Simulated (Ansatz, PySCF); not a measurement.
Potential energy curve for Na2, singlet.

Methods: RCCSD = CCSD on RHF/aug-cc-pVTZ, frozen core (Ansatz, a quantum-chemistry and plane-wave program); RKS-PBE0 = restricted PBE0/aug-cc-pVTZ (Ansatz); RKS-B3LYP/6-311+G** = PySCF with restricted B3LYP/6-311+G**, spherical d.

Total energies in hartree (comparable only within one method and basis):

| R / Å | RCCSD | RKS-PBE0 | RKS-B3LYP/6-311+G** |
|---|---|---|---|
| 2.49 | -323.72969 | -324.37702 | -324.59160 |
| 2.66 | -323.73588 | -324.38245 | -324.59664 |
| 2.80 | -323.73922 | -324.38519 | -324.59908 |
| 2.89 | -323.74067 | -324.38627 | -324.59998 |
| 2.96 | -323.74146 | -324.38680 | -324.60038 |
| 3.10 | -323.74231 | -324.38715 | -324.60052 |
| 3.19 | -323.74243 | -324.38696 | -324.60021 |
| 3.26 | -323.74231 | -324.38663 | -324.59980 |
| 3.43 | -323.74146 | -324.38526 | -324.59829 |
| 3.57 | -323.74028 | -324.38369 | -324.59664 |
| 3.88 | -323.73677 | -324.37928 | -324.59222 |
| 4.13 | -323.73355 | -324.37526 | -324.58831 |
| 4.66 | -323.72712 | -324.36658 | -324.58019 |
| 5.01 | -323.72375 | -324.36125 | -324.57538 |
| 5.70 | -323.71949 | -324.35233 | -324.56763 |
| 6.23 | -323.71782 | -324.34699 | -324.56318 |
| 6.87 | -323.71684 | -324.34209 | -324.55925 |
| 7.56 | -323.71637 | -324.33836 | -324.55634 |
| 8.45 | -323.71614 | -324.33526 | -324.55396 |
| 9.38 | -323.71605 | -324.33334 | -324.55246 |

With two correlated electrons CCSD is exact in the basis where it finds the lowest root (RCCSD). The restricted form behind RKS-PBE0, RKS-B3LYP/6-311+G** keeps the bonding electrons paired and can't separate into open-shell fragments.
